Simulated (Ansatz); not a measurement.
# SiCl (quartet): the correlation ladder at distance Si1–Cl2 = 2.058 Å, 6-31G

Aim: climb from Hartree-Fock through coupled cluster and multireference methods for SiCl (quartet) at one geometry and basis, and see what each rung misses.

The runs use Ansatz 0.2.0, Gaussian basis; 6-31G, core rule «outside noble gas», up to 10 orbitals frozen.

To be run: UHF; CCSD(T) on ROHF; CCSD(T) on UHF; BCCD(T) on ROHF; CISD; CCSDT(Q) on ROHF; CCSDT(Q) on UHF; CISDTQ; CCSDTQ on ROHF; CCSDTQ on UHF; CASSCF and MRCISD+Q, 5 electrons in 5 orbitals; CASSCF and NEVPT2, 5 electrons in 5 orbitals; CASSCF and MRCISD+Q, 11 electrons in 8 orbitals; CASSCF and NEVPT2, 11 electrons in 8 orbitals; Full CI.

17 further runs of the same task are left out: 14 that didn't finish, 3 set aside as unsound or not needed.

## 1. The system

The geometry derives from a PBE0/def2-TZVP stationary point (not a proven minimum). One bond is set to the value named and the two fragments are kept rigid.

2 atoms, charge 0, spin multiplicity 4.

Atoms are counted from 1 here; the program's logs count them from 0.

Bond lengths: Si1–Cl2 2.058 Å.

## 2. UHF

in.yaml reads:

```yaml
crystal:
  periodic: [false, false, false]
  atoms:
    - {symbol: Si, position_ang: [0.000000, 0.000000, 0.000000]}
    - {symbol: Cl, position_ang: [0.000000, 0.000000, 2.057900]}
basis:
  gaussian: {orbitals: 6-31G}
magnetization: {spin_polarized: true, initial_magnetization: 3}
hamiltonian: {xc: hf}
output: {orbitals: {seedname: orbitals}}
```

Command:

```sh
ansatz run in.yaml --threads 1 --pin off --events-out ev --progress --plain --max-ram 2393MiB
```

After this run come: CCSD(T) on ROHF; CCSD(T) on UHF; BCCD(T) on ROHF; CISD; CCSDT(Q) on ROHF; CCSDT(Q) on UHF; CISDTQ; CCSDTQ on ROHF; CCSDTQ on UHF; CASSCF and MRCISD+Q, 5 electrons in 5 orbitals; CASSCF and NEVPT2, 5 electrons in 5 orbitals; CASSCF and MRCISD+Q, 11 electrons in 8 orbitals; CASSCF and NEVPT2, 11 electrons in 8 orbitals; Full CI.

Before running them: what should the planned runs give, taken together? Wanted: FCI below the RHF energy; RMP2 from FCI; UMP2 from FCI; RCCSD from FCI; RCCSD(T) from FCI; UCCSD(T) from FCI; RCCSDT(Q) from FCI; UCCSDT(Q) from FCI; NEVPT2 pair from FCI.

**Answer**, as computed:

| quantity | value |
| --- | --- |
| FCI below the RHF energy | -1.8354 eV |
| RMP2 from FCI | +7.66 kcal/mol |
| UMP2 from FCI | +7.57 kcal/mol |
| RCCSD from FCI | +0.89 kcal/mol |
| RCCSD(T) from FCI | +0.19 kcal/mol |
| UCCSD(T) from FCI | +0.19 kcal/mol |
| RCCSDT(Q) from FCI | 0.00 kcal/mol |
| UCCSDT(Q) from FCI | -0.01 kcal/mol |
| NEVPT2 pair from FCI | +5.45 kcal/mol |
| MRCISD+Q pair from FCI | +0.53 kcal/mol |
| NEVPT2 valence from FCI | +7.67 kcal/mol |
| levels within 1 kcal/mol (43 meV) | RCCSD, UCCSD, RCCSD(T), UCCSD(T), BCCD(T), RCCSDT, UCCSDT, CISDTQ, RCCSDT(Q), UCCSDT(Q), RCCSDTQ, UCCSDTQ, MRCISD+Q pair, MRCISD+Q valence |
| T1 diagnostic | 0.017 |
| effectively unpaired electrons | 3.01 |

In words: RCCSD(T) lands +0.19 kcal/mol from the yardstick (0.5 % of the correlation energy). One determinant dominates. Of the multireference levels listed MRCISD+Q valence comes nearest in total energy (+0.40 kcal/mol), which doesn't show that its space is the better one. These misses are within one basis, not against nature; the frozen cores of restricted and unrestricted runs differ, which can shift their rows.
